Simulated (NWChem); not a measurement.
## How basis sets differ on CS (carbon monosulfide)

CS: 2 atoms, total charge 0, spin state singlet. As SMILES, `[C-]#[S+]`. The bond length is the measured one.

```xyz
2

C     0.0000    0.0000    0.0000
S     0.0000    0.0000    1.5349
```

Each level gives the vertical ionisation energy (to the doublet cation) (eV). The values are calculated.

| level | kind | program | value (eV) | CPU time (all runs) |
| --- | --- | --- | --- | --- |
| BP86/pcseg-0 | GGA | NWChem | 11.73 | 4 s |
| BP86/pcseg-1 | GGA | NWChem | 11.49 | 9.3 s |
| BP86/pcseg-2 | GGA | NWChem | 11.42 | 26 s |
| BP86/pcseg-3 | GGA | NWChem | 11.40 | 2.3 min |

The values span 11.40 to 11.73 eV. Without the sets that lack polarisation functions the rows with a basis span only 11.40 to 11.49 eV. CPU times are rough (shared hosts, several kinds of processor): they show what a rung costs within a factor of a few.
